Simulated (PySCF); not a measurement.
# C4H5FO: the cost of one run

Computed with PySCF 2.14.0, with density-fitted response routines of our own, on a single molecule in the gas phase. Atoms count from 0, in the outputs and in this text.

## Step 1: The molecule as given

11 atoms, charge 0, multiplicity 1; geometry from: GFN2-xTB. The atoms were then displaced at random by about 0.01 Å, so the start is not that level's minimum.

Bonds of the start (Å): O0–C1 1.19, C1–F2 1.36, C1–C3 1.42, C3–C4 1.55, C4–C5 1.49, C5–C3 1.54, C3–H6 1.09, C4–H7 1.06, C4–H8 1.05, C5–H9 1.08, C5–H10 1.07.

## Step 2: Geometry optimisation at PBE0-D3(BJ)/def2-SVP

Job settings and geometry (Å):

```
{"job": {"xc": "PBE0", "basis": "def2-SVP", "d3": "d3bj", "grid": 1, "shake": 0.01, "kind": "geom"}, "charge": 0, "multiplicity": 1}
O      2.002900    -0.353740    -0.908310
C      1.517410    -0.037080     0.133990
F      2.348170     0.200870     1.181710
C      0.162650     0.140780     0.537920
C     -0.901850    -0.763140    -0.130890
C     -0.838060     0.678890    -0.500710
H     -0.000500     0.416380     1.576670
H     -1.697200    -1.099140     0.491460
H     -0.526490    -1.478880    -0.804330
H     -1.604150     1.345800    -0.141390
H     -0.424750     0.923430    -1.451790
```

On the command line:

```
$ OMP_NUM_THREADS=1 python probes_run.py task.json out
```

This one command runs all jobs of the session in turn.

Q: Estimate the wall time and peak memory of this first job on 1 thread of Arm Neoverse V2, shared host.

About 35 s, with a peak of 0.45 GiB.
